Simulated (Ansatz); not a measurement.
fcc Au, treated with r²SCANh in Ansatz (PAW).

Settings: plane-wave cutoff 520 eV, 14×14×14 k mesh, Fermi–Dirac smearing 0.05 eV, scalar-relativistic PAW data made under PBE.

Computed at the level's own relaxed cell.

Question: What does this level give for the equilibrium volume per atom, bulk modulus B0, equilibrium lattice constant a and pressure derivative B′ of the bulk modulus?

Answer: 
equilibrium volume per atom: 17.47 Å³/atom
bulk modulus B0: 152 GPa
equilibrium lattice constant a: 4.119 Å
pressure derivative B′ of the bulk modulus: 6.8

Measured, for comparison: equilibrium volume per atom 16.76 Å³/atom, lattice constant a 4.062 Å (static lattice: zero-point anharmonic expansion removed; as tabulated in Mejia-Rodriguez and Trickey (2018), arXiv:1807.09216); bulk modulus 182 GPa (0 K value with the zero-point phonon effect removed, our sources range from 175 to 182; as tabulated in Mejia-Rodriguez and Trickey (2018), arXiv:1807.09216). Computed (rounded) less measured: equilibrium volume per atom +4.2 %, bulk modulus -16 % (-13 % to -16 % over the range), lattice constant a +1.4 %.

Spin–orbit coupling is not included; it can shift volumes and moduli of such heavy elements.

Computed values are for the static lattice.

Ansatz is a quantum-chemistry and plane-wave program.
